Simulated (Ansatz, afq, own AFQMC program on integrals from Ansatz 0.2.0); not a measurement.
**AlBH, quartet: AFQMC among the cluster methods**

```csv
atom,x (Å),y (Å),z (Å)
B,0.0000,0.0000,1.8133
Al,0.0000,0.0000,-4.8117
H,0.0000,0.0000,2.9984
```

Connectivity, by distances: BH ··· Al.

Basis 6-31G. Noble-gas cores (and the filled d shells of Ga–Kr and In–Xe) are frozen. Ansatz 0.2.0 and our own AFQMC program on the same integrals; the CISD trial comes from CCSD amplitudes, and released means the phaseless constraint is let go. Uncertainties: one standard error, sampling alone.

Determinant: UHF, the one that the program's search chose, which needn't be the lowest solution. The geometry is a point of a scan.

Full CI on the same integrals is exact in this basis and with this determinant's frozen core.

Cautions: lower spins were not checked.

The T1 diagnostic is 0.0099 and the weight of the determinant in the CISD state is 0.928. The ⟨S²⟩ of the determinant is 3.751 and the size of the correlated space is 7 electrons in 18 orbitals.

```csv
level,correlation energy (eV)
MP2,-1.0642
CCSD,-1.6805
CCSD(T),-1.6920
```

Task: Estimate where AFQMC with the constraint released lies against CCSD(T) on the same integrals.

Result: 0.5 ± 0.04 kJ/mol below CCSD(T).

Reference: full CI, correlation energy -1.699 eV. The released energy is read at 1.62 1/Eh, later times being too noisy (meV from the phaseless value at times in 1/Eh: -0.8 ± 0.7 at 0.24, -1.7 ± 0.6 at 0.51, -0.7 ± 1.5 at 0.99, -3.2 ± 0.4 at 1.62, 2 ± 6 at 2.40).

```json
{"level": "CCSD(T)", "E − E(reference) (kJ/mol)": "0.7", "share of correlation (%)": "99.60"}
{"level": "CCSDT", "E − E(reference) (kJ/mol)": "0.1", "share of correlation (%)": "99.96"}
{"level": "CCSDT(Q)", "E − E(reference) (kJ/mol)": "0.0", "share of correlation (%)": "99.97"}
{"level": "CCSDTQ", "E − E(reference) (kJ/mol)": "0.0", "share of correlation (%)": "99.99"}
{"level": "ph-AFQMC/HF", "E − E(reference) (kJ/mol)": "7.1 ± 1.4", "share of correlation (%)": "95.65"}
{"level": "ph-AFQMC/CISD", "E − E(reference) (kJ/mol)": "0.5 ± 0.07", "share of correlation (%)": "99.72"}
{"level": "released AFQMC", "E − E(reference) (kJ/mol)": "0.2 ± 0.04", "share of correlation (%)": "99.91"}
```

CCSDT and higher add their correlation energy to the determinant of the CCSD(T) run, since their own runs factorise the integrals more tightly (a shift of under 2 meV). A walk keeps the symmetry of its determinant, which the program's search chose and which needn't be the lowest solution, so a lower state of the same spin and another symmetry isn't excluded. Released energies are given only where the last usable release times agree within the noise; a slower fall can still hide under it.
